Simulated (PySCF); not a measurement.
**Telling isomers of C5H5F apart by NMR**

Computational details: J: B3LYP/pcJ-1 (spin–dipole term left out of most H,H and C,H couplings), geometry: PBE0-D3(BJ)/def2-SVP, GIAO PBE0/pcSseg-1 shieldings, in PySCF 2.14 (in vacuum, relativity neglected, equivalent nuclei averaged, one conformer).

Referencing at the same level of theory: TMS for ¹H (31.27 ppm), ¹³C (184.41 ppm). Multiplet labels drop J under 1 Hz and among equivalent protons, and merge close values. Unscaled 3J(H,H) run several per cent high. One-bond C–F couplings are unscaled and too large by tens of Hz. Shifts are as computed. Against solution values, carbons near 30 ppm lie about +2 ppm off and those near 130 ppm about +5 ppm. Of 1211 compounds with measured shifts, 218 miss one by over three times the rms of a fit or turn the order of signals round; such compounds aren't used in these exercises.

(1) Tabulate the signals of `C=C=CC(=C)F`, `C#CC1(F)CC1` and their relative energies.

(2) What is the quickest way to tell C=C=CC(=C)F from C#CC1(F)CC1?

Results:

(1) 
```json
{"SMILES": "C=C=CC(=C)F", "carbon types": "2×C 1×CH 2×CH2", "δC": "225.3, 166.7, 97.7, 94.2, 85.1", "δH": "5.69 (dt, 1H), 5.40 (ddt, 2H), 4.80 (dq, 1H), 4.46 (dq, 1H)", "E rel. (kcal/mol)": "0.0"}
{"SMILES": "C#CC1(F)CC1", "carbon types": "2×C 1×CH 2×CH2", "δC": "84.9, 81.8, 66.3, 17.9", "δH": "2.56 (d, 1H), 1.23 (m, 2H), 0.95 (m, 2H)", "E rel. (kcal/mol)": "15.1"}
```

Energies are electronic energies at PBE0/pcSseg-1 on these geometries, without zero-point or thermal terms, each for the one conformer computed, which needn't be the lowest.

(2) Count the carbon signals: 5 against 4. The first has a central carbon of an allene (C) at 225.3 ppm, the second an alkyne carbon (C) at 84.9 ppm. In the proton spectra the most deshielded non-exchanging signals are 5.69 (dt, J = 24.7, 8.9 Hz, 1H) and 2.56 (d, J = 4.3 Hz, 1H).
